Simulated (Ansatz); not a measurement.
**Molecular dynamics of AlH6P**

input.yaml

```yaml
crystal:
  periodic: [false, false, false]
  atoms:
    - { symbol: Al, position_ang: [0.040544, -0.303746, 0.023352] }
    - { symbol: H, position_ang: [-0.041796, 0.165902, 1.672857] }
    - { symbol: H, position_ang: [1.48345, 0.025168, -0.555582] }
    - { symbol: H, position_ang: [-1.410571, -0.145522, -0.606199] }
    - { symbol: P, position_ang: [0.107756, -2.686145, 1.183146] }
    - { symbol: H, position_ang: [-0.620779, -2.927477, -0.034485] }
    - { symbol: H, position_ang: [1.403412, -2.741702, 0.561313] }
    - { symbol: H, position_ang: [-0.014315, -0.964378, 1.641597] }
basis:
  gaussian: { orbitals: def2-SVP }
hamiltonian:
  xc: pbe
  dispersion: d4
md:
  timestep: 0.5
  n_steps: 200
  ensemble: nve
  temperature: 100.0
  initial_velocities: maxwell_boltzmann
  seed: 4686
```

Run as:

```bash
$ ansatz run input.yaml --threads 1 --pin off --max-ram 2048MiB --backend cpu --events-out ev --progress --plain --runs-dir out
```

It starts at the highest image of a converged band, a first-order saddle point between two minima.

Output, in part (step lines, the closing report, with atoms numbered from 0):

```
md step     0: t =     0.00 fs  T =   100.0 K  F+E_penalty+E_count = -15968.01175117 eV  E_kin = 0.077556 eV  conserved = -15967.93419517 eV  (23 SCF iters)
md step     1: t =     0.50 fs  T =    98.6 K  F+E_penalty+E_count = -15968.01067378 eV  E_kin = 0.076485 eV  conserved = -15967.93418836 eV  (28 SCF iters)
md step     2: t =     1.00 fs  T =    94.5 K  F+E_penalty+E_count = -15968.00741756 eV  E_kin = 0.073254 eV  conserved = -15967.93416389 eV  (28 SCF iters)
md step     3: t =     1.50 fs  T =    88.0 K  F+E_penalty+E_count = -15968.00237728 eV  E_kin = 0.068252 eV  conserved = -15967.93412508 eV  (27 SCF iters)
md step     4: t =     2.00 fs  T =    80.1 K  F+E_penalty+E_count = -15967.99617243 eV  E_kin = 0.062095 eV  conserved = -15967.93407781 eV  (28 SCF iters)
md step     5: t =     2.50 fs  T =    71.6 K  F+E_penalty+E_count = -15967.98955333 eV  E_kin = 0.055524 eV  conserved = -15967.93402981 eV  (20 SCF iters)
md step     6: t =     3.00 fs  T =    63.6 K  F+E_penalty+E_count = -15967.98328100 eV  E_kin = 0.049292 eV  conserved = -15967.93398881 eV  (21 SCF iters)
md step     7: t =     3.50 fs  T =    56.8 K  F+E_penalty+E_count = -15967.97800554 eV  E_kin = 0.044044 eV  conserved = -15967.93396133 eV  (21 SCF iters)
[... lines left out ...]
Total energy: -15968.36304095 eV, -586.8265180097 hartree
Atom 0 at     0.030407     0.325100    -0.305051 Å, force    -0.355715    -0.064966    -0.139784 eV/Å
Atom 1 at     0.062365     0.711359     1.243255 Å, force    -0.054204     0.063897     0.050130 eV/Å
Atom 2 at     1.398354    -0.042568    -1.028201 Å, force     0.107734    -0.038883    -0.080343 eV/Å
Atom 3 at    -1.365864     0.295913    -1.147262 Å, force     0.290024     0.018300     0.216368 eV/Å
Atom 4 at     0.138331    -3.224297     1.398971 Å, force     0.244050     0.171426     0.004242 eV/Å
Atom 5 at    -0.842208    -2.178042     1.173807 Å, force    -0.175814    -0.214370     0.205385 eV/Å
Atom 6 at     1.065899    -2.199333     1.808594 Å, force     0.216750    -0.096779    -0.081798 eV/Å
Atom 7 at    -0.187312    -3.471622     2.787955 Å, force    -0.272825     0.161374    -0.174199 eV/Å
Dipole moment:    -0.025807     0.056342     0.170193 e Å
```

The steps, from the saved trajectory:

```csv
time (fs),T (K),potential energy less start (eV),conserved less start (meV/atom)
0,100,0.000,0.00
3,64,0.028,0.03
6,50,0.039,0.02
9,55,0.035,0.02
12,66,0.027,0.03
15,136,-0.028,0.02
18,235,-0.105,0.00
21,265,-0.128,0.01
24,364,-0.205,0.02
27,542,-0.343,-0.04
30,547,-0.346,0.03
33,623,-0.406,0.00
36,660,-0.435,-0.05
39,556,-0.354,0.06
42,622,-0.405,-0.04
45,554,-0.352,0.03
48,601,-0.388,0.01
51,664,-0.438,-0.05
54,606,-0.392,0.05
57,675,-0.446,-0.04
60,622,-0.404,0.04
63,715,-0.478,-0.03
66,668,-0.441,-0.01
69,613,-0.398,0.02
72,641,-0.420,-0.03
75,568,-0.363,0.05
78,680,-0.450,-0.04
81,625,-0.407,0.01
84,577,-0.370,-0.01
87,516,-0.322,0.00
90,463,-0.281,0.04
93,562,-0.359,-0.05
96,499,-0.309,0.05
99,556,-0.354,-0.05
```

The run went to its last step. The conserved energy stayed within 0.067 meV per atom of its start (net change -0.053 meV per atom), so the integration is sound. The kinetic energy rose, since the run started high on the potential surface and went downhill. It ends in pieces (AlH3 + H3P), so much of that is their flight and rotation, not heat. A run of 0.1 ps of so small a system gives no equilibrium averages. The orbitals stay closed-shell, which can raise the energy where a bond breaks towards radicals; this wasn't checked here.

Between its relaxed ends the band would form Al1–P5, H2–H8 and break Al1–H2, P5–H8. These pairs go: Al1–P5 2.65 → 3.94 Å, H2–H8 1.13 → 4.47 Å, Al1–H2 1.72 → 1.60 Å, P5–H8 1.79 → 1.45 Å. In the last frame they stand as before the step (other bonds may differ from the relaxed reactants and products). Also parted: Al1–H8 1.75 → 4.90 Å. It ends as AlH3 + H3P. Pairs count as bonded within 1.25 times the sum of covalent radii (0.12 Å more for H–H).

Last frame:

```xyz
8
Properties=species:S:1:pos:R:3
Al 0.030 0.325 -0.305
H 0.062 0.711 1.243
H 1.398 -0.043 -1.028
H -1.366 0.296 -1.147
P 0.138 -3.224 1.399
H -0.842 -2.178 1.174
H 1.066 -2.199 1.809
H -0.187 -3.472 2.788
```

Time of the run: 5 min on 1 thread of Arm Neoverse V1, on a shared host, peak memory 0.11 GiB.
